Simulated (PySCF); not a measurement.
## How the functional moves excitation energies

Species: C5H10S.
Structure used (PBE0-D3(BJ)/def2-SVP), in Å, numbered top down from 1:
```
atom  x, y, z in Å
C1    -0.0528   -1.1876    0.1593
C2    -1.3379   -0.4033   -0.0900
C3    -1.2547    1.0377    0.3905
S4     0.0596    1.9781   -0.4360
C5     1.4368    0.8583   -0.0564
C6     1.1738   -0.5707   -0.5069
H7     0.1235   -1.2546    1.2489
H8    -0.1805   -2.2234   -0.1939
H9    -2.1794   -0.9029    0.4202
H10   -1.5712   -0.4055   -1.1685
H11   -2.1861    1.5841    0.1785
H12   -1.0950    1.0772    1.4824
H13    1.6436    0.8950    1.0276
H14    2.3126    1.2841   -0.5689
H15    1.0453   -0.5800   -1.6028
H16    2.0625   -1.1857   -0.2838
```

Linear-response calculations in the def2-SVPD basis (PySCF; singlets by full response, triplets Tamm–Dancoff, core orbitals frozen in the response; HF means time-dependent Hartree–Fock). 'Strongest' is the level of largest summed f among the singlets computed (10 roots, of which the last may lack a degenerate partner); it can jump between rows when another state enters that window. S1 is the lowest singlet of each run and needn't be the same state throughout; f(S1) is that of one state. One conformer (not necessarily the lowest) at the PBE0-D3(BJ)/def2-SVP geometry, without solvent, vibrations or thermal averaging.

| functional | kind | S1 (eV) | f(S1) | strongest (eV) | T1 (eV) | HOMO (eV) | gap (eV) | ionisation energy, ΔSCF (eV) |
| --- | --- | --- | --- | --- | --- | --- | --- | --- |
| LDA | LDA | 5.06 | 0.002 | 5.54 | 4.78 | -5.13 | 4.93 | 8.36 |
| PBE | GGA | 5.05 | 0.002 | 5.52 | 4.71 | -5.03 | 4.95 | 8.20 |
| PBE0 | global hybrid, 25% exact exchange | 5.42 | 0.001 | 6.21 | 4.98 | -6.22 | 6.91 | 8.31 |
| BHandHLYP | global hybrid, 50% exact exchange | 5.62 | 0.000 | 8.32 | 5.17 | -7.32 | 8.50 | 8.28 |
| CAM-B3LYP | range-separated hybrid | 5.46 | 0.000 | 8.13 | 5.04 | -7.57 | 8.91 | 8.42 |
| wB97X-D | range-separated hybrid | 5.54 | 0.000 | 8.32 | 5.16 | -8.08 | 10.38 | 8.42 |
| LC-wPBE | range-separated hybrid | 5.68 | 0.000 | 8.74 | 5.14 | -8.93 | 11.34 | 8.47 |
| HF | Hartree–Fock | 6.01 | 0.000 | 9.09 | 5.40 | -9.02 | 11.68 | not settled |

**Question.** What does B3LYP (global hybrid, 20% exact exchange) give?

**Answer.** S1 (eV) 5.30, f(S1) 0.001, strongest (eV) 5.97, T1 (eV) 4.93, HOMO (eV) -6.01, gap (eV) 6.42, ionisation energy, ΔSCF (eV) 8.36. S1 runs from 5.05 eV (PBE) to 6.01 eV (HF), a spread of 0.95 eV, while the orbital gap spreads over 6.7 eV. Along PBE (0%), B3LYP (20%), PBE0 (25%), BHandHLYP (50%), HF (100%) S1 rises with the share of exact exchange. −ε(HOMO) comes closest to its own ΔSCF ionisation energy with wB97X-D (-0.34 eV) and misses most with LDA (-3.24 eV). 'Not settled' means that the ion's SCF failed to converge or may have ended in another state than the lowest.
